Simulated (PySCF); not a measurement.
## State search for SF

Unrestricted PBE0; S pcseg-1, F pcseg-1; no relativity (PySCF 2.14). Outer shells of the fragments: S 3s2 3p4; F 2s2 2p5.

Followed along the bond (rough minima from three points):

| 2Ms+1 | unpaired | ⟨S²⟩ at the start | R at minimum (Å) | Te (eV) |
| --- | --- | --- | --- | --- |
| 2 | π ↑ | 0.75 | 1.64 | 0.00 |
| 4 | σ ↑, π ↑↑ | 3.75 | none in the scan | ≤ 2.13 |

Solutions found at the starting distance of 1.600 Å, counted from the lowest of them; the search is not exhaustive and high or unbound solutions are not listed, so other states can lie among these:

```json
{"2Ms+1": "2", "unpaired": "π ↑", "term": "²Π", "E (eV)": "0.00", "⟨S²⟩": "0.75", "⟨Lz²⟩": "1.01", "μ (D)": "-1.00"}
{"2Ms+1": "4", "unpaired": "σ ↑, π ↑↑", "term": "⁴Σ⁻", "E (eV)": "2.77", "⟨S²⟩": "3.75", "⟨Lz²⟩": "0.00", "μ (D)": "-1.09"}
{"2Ms+1": "2", "unpaired": "σ ↑, π ↑↓", "term": "mixed", "E (eV)": "3.53", "⟨S²⟩": "1.76", "⟨Lz²⟩": "2.02", "μ (D)": "-1.02"}
{"2Ms+1": "2", "unpaired": "σ ↓, π ↑↑", "term": "mixed", "E (eV)": "3.58", "⟨S²⟩": "1.76", "⟨Lz²⟩": "0.00", "μ (D)": "-1.04"}
{"2Ms+1": "2", "unpaired": "σ ↑", "term": "mixed", "E (eV)": "4.73", "⟨S²⟩": "0.75", "⟨Lz²⟩": "2.00", "μ (D)": "-0.80"}
{"2Ms+1": "4", "unpaired": "σ ↑↑, π ↑", "term": "⁴Π", "E (eV)": "8.61", "⟨S²⟩": "3.76", "⟨Lz²⟩": "1.01", "μ (D)": "-0.04"}
```

A term symbol is given only where ⟨S²⟩ and ⟨Lz²⟩ are close to those of a pure state; real π, δ and φ orbitals otherwise mix terms. A positive dipole means S(−)F(+).

Counting both spins, an empty level lies below a filled one in some of these solutions, because spin and occupation are held.
